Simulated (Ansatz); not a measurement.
**AlPNH (triplet): wave-function methods side by side, cc-pVDZ**

How much of the correlation energy of AlPNH (triplet) does each wave-function method recover here?

Computed with Ansatz 0.2.0, Gaussian basis. Level: cc-pVDZ, core rule «outside noble gas», up to 11 orbitals frozen.

Plan: UHF; CCSD(T) on ROHF; CCSD(T) on UHF; BCCD(T) on ROHF; CISD; CCSDT(Q) on ROHF; CCSDT(Q) on UHF.

25 further runs of the same task are left out: 5 for a known fault of the program, 7 that didn't finish, 13 set aside as unsound or not needed.

## 1. The geometry

The geometry is a PBE0/def2-TZVP stationary point (not a proven minimum).

4 atoms, charge 0, spin multiplicity 3.

Atoms are counted from 1 here; the program's logs count them from 0.

Bond lengths: Al1–N3 1.841 Å, P2–N3 1.689 Å, N3–H4 1.016 Å. Angles: Al1–N3–P2 119.9°, Al1–N3–H4 124.3°, P2–N3–H4 115.8°.

## 2. UHF

The input, in.yaml:

```yaml
crystal:
  periodic: [false, false, false]
  atoms:
    - {symbol: Al, position_ang: [0.000000, 0.194411, 1.631818]}
    - {symbol: P, position_ang: [0.000000, 0.196128, -1.425444]}
    - {symbol: N, position_ang: [0.000000, -0.686115, 0.014898]}
    - {symbol: H, position_ang: [0.000000, -1.696652, -0.085591]}
basis:
  gaussian: {orbitals: cc-pVDZ}
magnetization: {spin_polarized: true, initial_magnetization: 2}
hamiltonian: {xc: hf}
output: {orbitals: {seedname: orbitals}}
```

Started as:

```bash
> ansatz run in.yaml --threads 1 --pin off --events-out ev --progress --plain --max-ram 2393MiB
```

After this run come: CCSD(T) on ROHF; CCSD(T) on UHF; BCCD(T) on ROHF; CISD; CCSDT(Q) on ROHF; CCSDT(Q) on UHF.

Before running them: what should the planned runs give, taken together? Wanted: UCCSDT(Q) below the RHF energy; RMP2 from UCCSDT(Q); UMP2 from UCCSDT(Q); RCCSD from UCCSDT(Q); RCCSD(T) from UCCSDT(Q); UCCSD(T) from UCCSDT(Q); RCCSDT(Q) from UCCSDT(Q); T1 diagnostic.

**Answer**, as computed:

| quantity | value |
| --- | --- |
| UCCSDT(Q) below the RHF energy | -9.3442 eV |
| RMP2 from UCCSDT(Q) | +1211.6 meV |
| UMP2 from UCCSDT(Q) | +1276.6 meV |
| RCCSD from UCCSDT(Q) | +345.2 meV |
| RCCSD(T) from UCCSDT(Q) | +53.0 meV |
| UCCSD(T) from UCCSDT(Q) | +53.6 meV |
| RCCSDT(Q) from UCCSDT(Q) | +2.5 meV |
| levels within 1 kcal/mol (43 meV) | RCCSDT, UCCSDT, RCCSDT(Q) |
| T1 diagnostic | 0.024 |

What this shows: RCCSD(T) lands +53.0 meV from the yardstick (0.6 % of the correlation energy). These misses are within one basis, not against nature; the frozen cores of restricted and unrestricted runs differ, which can shift their rows.
